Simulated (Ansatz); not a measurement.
One change: `CC(F)(F)Cl` becomes `OC(F)(F)Cl`.

Ansatz, PBE0-D4/def2-TZVP geometries, multiplicity 1. Each molecule was computed in one conformer, which needn't be the lowest.

```tsv
property	`CC(F)(F)Cl`
HOMO–LUMO gap (B3LYP/def2-TZVPP) / eV	9.20
LUMO energy (PBE0/def2-TZVPP) / eV	0.50
HOMO–LUMO gap (PBE/def2-TZVPP) / eV	7.15
HOMO–LUMO gap (PBE0/def2-TZVPP) / eV	9.81
size of the dipole moment (PBE/def2-TZVPP) / D	2.06
ideal-gas entropy at 298 K and 1 bar (rigid rotor, harmonic PBE0-D4/def2-TZVP) / J/(mol·K)	307
```

(1) What does the change do to each property? (Estimate.)

Results:

(1) Ansatz gave: 
| property | `OC(F)(F)Cl` | shift |
| --- | --- | --- |
| HOMO–LUMO gap (B3LYP/def2-TZVPP) / eV | 9.18 | -0.02 |
| LUMO energy (PBE0/def2-TZVPP) / eV | 0.26 | -0.24 |
| HOMO–LUMO gap (PBE/def2-TZVPP) / eV | 7.13 | -0.02 |
| HOMO–LUMO gap (PBE0/def2-TZVPP) / eV | 9.84 | 0.03 |
| size of the dipole moment (PBE/def2-TZVPP) / D | 1.67 | -0.39 |
| ideal-gas entropy at 298 K and 1 bar (rigid rotor, harmonic PBE0-D4/def2-TZVP) / J/(mol·K) | 302 | -5 |

With PBE0 the HOMO falls by 0.29 eV and the LUMO falls by 0.24 eV, so the gap widens by about 0.05 eV. PBE moves the HOMO by -0.19 eV and ωB97M-V by -0.31 eV. The zero-point energy changes by -62.1 kJ/mol with -6 modes. Dipoles are sizes alone; their direction can turn.

B3LYP here is the variant with VWN-RPA as its local correlation; programs differ in this.
